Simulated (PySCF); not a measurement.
Molecule (SMILES): F (HF).
Geometry (B3LYP-D3(BJ)/def2-TZVP, fixed):
```
F
H 1 0.9245
```

Basis-set convergence of the mean static polarisability at PBE with PySCF. All functions are spherical. Density fitting with generated auxiliary sets. No added dispersion term, no relativity. Reference: the value in aug-cc-pV5Z, 6.20 bohr³, itself unsure by roughly 1.5 % (its mean distance from d-aug-cc-pVTZ, aug-pcseg-3, aug-cc-pVQZ). Deviations are taken from unrounded values.

```csv
basis,functions,mean static polarisability (bohr³),minus reference (%)
cc-pVDZ,19,2.59,-58.3
def2-SVP,19,2.64,-57.5
pcseg-1,19,2.80,-54.9
6-311G**,24,2.84,-54.2
def2-SVPD,31,5.91,-4.7
aug-cc-pVDZ,32,5.44,-12.3
pcseg-2,44,4.13,-33.5
def2-TZVPP,45,4.00,-35.5
def2-TZVPD,49,6.07,-2.1
"6-311++G(3df,3pd)",57,5.31,-14.3
aug-pcseg-2,69,6.24,0.6
aug-pcseg-3,134,6.29,1.4
cc-pV5Z,146,5.06,-18.3
```
